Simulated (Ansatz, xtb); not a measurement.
**Relative energy of two isomers of C4H10N+**

We compare a, `C=CCC[NH3+]`, a singlet, with b, `C=[N+](C)CC`, a singlet. Both are isolated ions in the gas phase, relaxed with B3LYP-D3(BJ)/def2-SVP; the shapes shown needn't be the lowest conformers.

a (Å):

```xyz
15

C     2.4699   -0.3363    1.1030
C     1.3195   -0.6140    1.7305
C    -0.0157   -0.7362    1.0432
C    -0.9054    0.4685    1.3565
N    -0.1934    1.7331    0.9234
H     3.4112   -0.2475    1.6517
H     2.5245   -0.2401    0.0123
H     1.3185   -0.7427    2.8202
H    -0.5559   -1.6348    1.3825
H     0.1103   -0.8365   -0.0484
H    -1.0847    0.5717    2.4361
H    -1.8725    0.4382    0.8370
H    -0.1784    1.8306   -0.1016
H    -0.6104    2.5880    1.3145
H     0.7974    1.6665    1.2327
```

b (Å):

```xyz
15

C     1.2813   -1.3913    1.1175
C     1.8800    0.8724    1.6785
C    -0.5324    0.1600    1.5171
C    -0.9800    1.0838    0.3903
N     0.9100   -0.2051    1.4195
H     2.3466   -1.6321    1.0450
H     0.5303   -2.1658    0.9328
H     2.9018    0.4813    1.6150
H     1.6903    1.2794    2.6819
H     1.7360    1.6683    0.9355
H    -1.1005   -0.7799    1.5137
H    -0.6614    0.6333    2.5026
H    -0.8113    0.6251   -0.5956
H    -0.4823    2.0635    0.4237
H    -2.0597    1.2613    0.5017
```

Energies in hartree; the thermal terms are from GFN2-xTB frequencies at re-optimised GFN2-xTB minima (ideal gas, soft modes damped towards free rotors, one conformer each, 298.15 K, 1 atm) and include the zero-point energy:

|  | a | b |
| --- | --- | --- |
| E, CCSD(T)/def2-SVP | −212.165284 | −212.167301 |
| E, MP2/def2-SVP | −212.077964 | −212.077703 |
| E, MP2/def2-TZVPP | −212.471856 | −212.468391 |
| zero-point energy | 0.135251 | 0.134869 |
| H(298 K) − E | 0.142478 | 0.142396 |
| G(298 K) − E | 0.106063 | 0.105198 |

Correct the CCSD(T) difference for the basis set by the MP2 change, then work out ΔE, ΔE₀, ΔH and ΔG for a → b in kcal/mol (1 Eh = 627.51 kcal/mol) and the equilibrium ratio [b]/[a].

1. Differences b − a: CCSD(T) −0.002017, MP2 in the small set +0.000261, MP2 in the large set +0.003465 Eh.
2. ΔE = −0.002017 + (+0.003465 − (+0.000261)) = +0.001187 Eh = +0.74 kcal/mol.
3. ΔE₀ = ΔE + ΔZPE = +0.001187 + (−0.000382) Eh = +0.51 kcal/mol.
4. ΔH = ΔE + (−0.000082) Eh = +0.69 kcal/mol.
5. ΔG = ΔE + (−0.000865) Eh = +0.20 kcal/mol, so ΔS = (ΔH − ΔG)/T = +6.9 J/(mol K).
6. kT = 0.9442 mEh, so K = [b]/[a] = exp(−ΔG/kT) = exp(−0.34) ≈ 0.71.

The two are too close for this level to say which is favoured. An error of 1 kcal/mol in ΔG would change K by a factor of 5.4. Mirror images and further conformers aren't counted.

As drawn, b has 1 C=N, 1 C–N, 3 C–H in place of 1 C=C, 1 C–C, 3 N–H.

Other levels gave ΔE = −20.6 (GFN2-xTB); −11.0 (HF/STO-3G, GFN2-xTB geometries); −0.4 (r2SCAN-D4/def2-SVP, GFN2-xTB geometries); −0.7 (B3LYP-D3(BJ)/def2-SVP); −2.4 (HF/def2-SVP); +0.2 (MP2/def2-SVP); −1.3 (CCSD(T)/def2-SVP) kcal/mol. The correlated steps freeze 5 core orbitals. Programs: Ansatz 0.2.0, xtb 6.7.1.
